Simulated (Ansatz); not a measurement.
Input file:

```yaml
crystal:
  periodic: [false, false, false]
  atoms:
    - { symbol: Si, position_ang: [0.0, 0.0, 0.0] }
    - { symbol: H, position_ang: [0.0, 0.0, 1.81] }
    - { symbol: H, position_ang: [1.3768, 0.0, -0.4862] }
    - { symbol: Si, position_ang: [-1.0456, 1.8115, -0.7393] }
    - { symbol: H, position_ang: [-2.4302, 1.478, -1.0607] }
    - { symbol: H, position_ang: [-1.0215, 2.8436, 0.2931] }
    - { symbol: H, position_ang: [-0.3743, 2.3069, -1.9374] }
    - { symbol: H, position_ang: [-0.6877, -1.1914, -0.4862] }
    - { symbol: S, position_ang: [-2.3345, 0.0074, 0.7757] }
    - { symbol: H, position_ang: [-3.0926, -0.8639, -0.0155] }
    - { symbol: H, position_ang: [-0.9511, 0.003, 1.8802] }
basis:
  gaussian: { orbitals: "6-31G*" }
hamiltonian:
  xc: pbe0
  dispersion: d4
relax:
  f_tol: 0.15
  max_steps: 25
  restrain:
    - { distance: [0, 8], at: 2.16, k: 30.0 }
    - { distance: [10, 1], at: 0.66, k: 30.0 }
    - { distance: [0, 1], at: 2.66, k: 30.0 }
    - { distance: [10, 8], at: 2.6, k: 30.0 }
```

Run as:

```bash
$ ansatz run input.yaml --threads 1 --pin off --max-ram 2048MiB --backend cpu --events-out ev --progress --plain --runs-dir out
```

Hardware: 1 thread of Arm Neoverse V2 (shared host).

Problem. Roughly how long does this run take, and how much memory?

Solution. 70 s, with a peak of 0.15 GiB, for 19 ionic steps.
